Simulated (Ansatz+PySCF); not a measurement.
Values are calculated unless marked as measured or tabulated.
## PySCF 2.14.0 run

```python
from pyscf import gto, scf, cc

mol = gto.M(atom="""
C 0.000000 0.000000 -1.004870
C 0.000000 0.000000 1.004870
""", basis='6-31g', charge=0, spin=0)
mf = scf.UHF(mol)
mf.kernel()
mycc = cc.CCSD(mf, frozen=2).run()
et = mycc.ccsd_t()
print(mf.e_tot, mycc.e_corr, et, mycc.e_tot + et)
```

The script is written out from the run's settings.

The run gave:

```yaml
Converged: yes
Reference_energy: -75.24397 hartree
CCSD_correlation_energy: -0.22487 hartree
Triples_correction: -0.01352 hartree
Total_energy: -75.48236 hartree
```

This is not the lowest solution: another run reaches a determinant 3.13 eV lower. Caution: large amplitudes, a single reference is doubtful.
